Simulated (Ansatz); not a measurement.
The first iterations of a band of CH6Si + H4Si (13 atoms, charge 0, multiplicity 1).

Method: Ansatz, RKS PBE/def2-SVP.

```
movable images  : 7
climbing image  : yes
spring          : 5.0 eV/Å²
optimiser       : quadratic models (default)
start path      : through a guess of the saddle point
force threshold : 0.03 eV/Å
iteration limit : 60
end points      : relaxed
```

First end point:

```xyz
13
Properties=species:S:1:pos:R:3
Si -0.681 0.525 1.504
C 0.363 -1.009 1.875
H -2.037 0.138 0.972
H -0.883 1.351 2.747
H -0.007 1.396 0.475
H 0.471 -0.852 -1.755
Si 0.301 0.320 -2.684
H 0.516 -1.611 0.956
H 1.358 -0.722 2.269
H -0.134 -1.651 2.630
H 0.525 -0.139 -4.099
H 1.302 1.386 -2.339
H -1.092 0.866 -2.551
```

Last end point:

```xyz
13
Properties=species:S:1:pos:R:3
Si -1.047 1.508 0.292
C 1.054 -2.095 1.285
H -2.035 0.447 0.700
H -1.728 2.850 0.356
H 0.099 1.504 1.270
H 0.950 -1.633 0.285
Si -0.269 1.108 -1.894
H 0.727 -3.151 1.235
H 2.112 -2.052 1.605
H 0.427 -1.547 2.013
H 0.336 -0.269 -1.999
H 0.781 2.122 -2.270
H -1.407 1.208 -2.878
```

| iteration | highest image above the first end (eV) | largest band force component (eV/Å) |
| --- | --- | --- |
| 1 | 4.692 | 5.089 |
| 2 | 3.192 | 2.389 |
| 3 | 3.159 | 1.178 |
| 4 | 3.205 | 1.086 |
| 5 | 3.167 | 0.598 |
| 6 | 3.357 | 0.441 |

**Question.** Does the band converge within its limit, and where does its top end?

**Answer.** The forces met the threshold. It ended after 18 iterations with the highest image 3.178 eV above the first end. Neighbouring images differ by up to 2.4 eV, so the band resolves the path poorly. A vibrational analysis at the climbing image gives one clearly imaginary mode, 1144i cm⁻¹: a first-order saddle point. The orbitals stay closed-shell, which can raise the energy where a bond breaks towards radicals; this wasn't checked here.

The run took 3.2 min on 2 threads of Arm Neoverse V2, on a shared host, peak memory 0.12 GiB.
